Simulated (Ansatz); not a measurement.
The same path of BClH4S (7 atoms, charge 0, multiplicity 1) was run twice with different band settings. Lost on the way: B1–H2, S5–H7. Made: H2–H7.

Method: RKS PBE0-D4/def2-SVP (Ansatz).

Relaxed end points:

```xyz
7
Properties=species:S:1:pos:R:3
B 0.116 0.028 0.085
H 0.188 -0.705 1.045
Cl 1.469 -0.158 -1.127
H -0.977 0.227 -0.397
S 0.506 1.908 0.866
H 1.673 1.659 1.504
H -0.215 1.893 2.013
```

```xyz
7
Properties=species:S:1:pos:R:3
B 0.303 0.866 -0.413
H -0.338 -0.788 2.324
Cl 1.445 -0.454 -0.566
H -0.826 0.718 -0.798
S 0.727 2.445 0.288
H 2.022 2.176 0.573
H -0.574 -0.112 2.581
```

Common settings: movable images 7; climbing image yes; spring 5.0 eV/Å²; start path through a guess of the saddle point; force threshold 0.05 eV/Å; iteration limit 60; end points relaxed.

| run | optimiser | largest step |
| --- | --- | --- |
| 1 | quadratic models (default) | default |
| 2 | lbfgs | 0.5 Å |

Q: What does each run give, and how far can it be trusted?

A: Run 1: converged after 11 iterations, highest image 0.713 eV above the first end. A vibrational analysis at the climbing image gives one clearly imaginary mode, 772i cm⁻¹: a first-order saddle point.
Run 2: converged after 36 iterations, highest image 0.714 eV above the first end. Another band between the same ends (7 images) ends at a top of the same energy, where a vibrational analysis finds 1 clearly imaginary mode.
The orbitals stay closed-shell, which can raise the energy where a bond breaks towards radicals; this wasn't checked here.
